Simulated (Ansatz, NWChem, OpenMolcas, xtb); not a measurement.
**Ligand exchange: CH3F + NaNH2 → CH5N + NaF**

Species: CH3F (fluoromethane) `CF`, singlet; NaNH2 `[NH2][Na]`, singlet; CH5N `CN`, singlet; NaF, singlet. The partners trade F for NH2: C–F and Na–NH2 bonds give way to C–NH2 and Na–F.

Shapes, held fixed at every level: PBE0-D4/def2-TZVP. Programs: Ansatz 0.2.0, NWChem 7.3.0, OpenMolcas 26.06, xtb 6.7.1. A level may come from different programs for different species; with the same settings they agree closely. The zero-point and thermal change to 298 K, harmonic and unscaled (PBE0-D4/def2-TZVP), is +8.3 kJ/mol.

(1) Estimate ΔH(298 K) of this reaction.

Results:

(1) The highest level, CCSD(T)/def2-TZVPP, gives ΔH(298 K) = -147.1 kJ/mol; the levels span -197.6 to -147.1. The column of differences is taken from that level and isn't an error. No measured value is set beside it here. Outer-core shells of Na are correlated, in sets that cover them unevenly.

```json
{"level": "GFN1-xTB", "kind": "semi-empirical", "ΔH(298 K) (kJ/mol)": "-197.6", "less CCSD(T)/def2-TZVPP": "-50.5"}
{"level": "HF/def2-TZVPP", "kind": "Hartree–Fock", "ΔH(298 K) (kJ/mol)": "-150.4", "less CCSD(T)/def2-TZVPP": "-3.3"}
{"level": "r2SCAN-D4/def2-TZVPP", "kind": "meta-GGA", "ΔH(298 K) (kJ/mol)": "-149.6", "less CCSD(T)/def2-TZVPP": "-2.5"}
{"level": "PBE0/def2-SVP", "kind": "global hybrid", "ΔH(298 K) (kJ/mol)": "-150.8", "less CCSD(T)/def2-TZVPP": "-3.7"}
{"level": "BHLYP-D4/def2-TZVPP", "kind": "global hybrid", "ΔH(298 K) (kJ/mol)": "-151.9", "less CCSD(T)/def2-TZVPP": "-4.8"}
{"level": "r2SCAN0-D4/def2-TZVPP", "kind": "global hybrid", "ΔH(298 K) (kJ/mol)": "-153.3", "less CCSD(T)/def2-TZVPP": "-6.2"}
{"level": "wB97X-V/def2-TZVPP", "kind": "range-separated hybrid", "ΔH(298 K) (kJ/mol)": "-152.9", "less CCSD(T)/def2-TZVPP": "-5.8"}
{"level": "CCSD(T)/def2-TZVPP", "kind": "coupled cluster or CI", "ΔH(298 K) (kJ/mol)": "-147.1", "less CCSD(T)/def2-TZVPP": "0.0"}
```
